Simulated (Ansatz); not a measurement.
```yaml
crystal:
  periodic: [false, false, false]
  atoms:
    - {symbol: Al, position_ang: [0.000000, 0.000000, -1.191367]}
    - {symbol: Si, position_ang: [0.000000, 0.000000, 1.175425]}
    - {symbol: C, position_ang: [0.000000, 0.000000, 2.869639]}
    - {symbol: H, position_ang: [0.000000, 0.000000, -2.853696]}
basis:
  gaussian: {orbitals: def2-TZVP}
hamiltonian: {xc: pbe0}
relax: {f_tol: 0.004, max_steps: 80}
```

```sh
$ ansatz run in.yaml --threads 1 --pin off --events-out ev --progress --plain --max-ram 2176MiB
```

Steps of the relaxation (energy above the last step; positions in Å, forces in eV/Å):

```
4
step 1, 140.2 meV
Al    0.000    0.000   -1.191    0.000    0.000    0.200
Si    0.000    0.000    1.175    0.000    0.000   -1.842
C     0.000    0.000    2.870    0.000    0.000    0.685
H     0.000    0.000   -2.854    0.000    0.000    0.957
```

```
4
step 2, 6.8 meV
Al    0.000    0.000   -1.160    0.000    0.000    0.196
Si    0.000    0.000    1.096    0.000    0.000   -0.742
C     0.000    0.000    2.802    0.000    0.000    0.504
H     0.000    0.000   -2.738    0.000    0.000    0.042
```

```
4
step 3, 0.3 meV
Al    0.000    0.000   -1.152    0.000    0.000   -0.048
Si    0.000    0.000    1.079    0.000    0.000   -0.055
C     0.000    0.000    2.797    0.000    0.000    0.110
H     0.000    0.000   -2.725    0.000    0.000   -0.006
```

```
4
step 5, 0.0 meV
Al    0.000    0.000   -1.155    0.000    0.000    0.000
Si    0.000    0.000    1.080    0.000    0.000    0.000
C     0.000    0.000    2.802    0.000    0.000    0.000
H     0.000    0.000   -2.728    0.000    0.000    0.000
```

Close pairs at the end: Al1–H4 1.573 Å, Si2–C3 1.722 Å, Al1–Si2 2.235 Å.

A stationary point of restricted PBE0 after 5 steps (its stability towards spin polarisation wasn't tested); no frequencies were run, so it isn't proven a minimum. 27 s on 1 thread of Arm Neoverse N1, shared host.
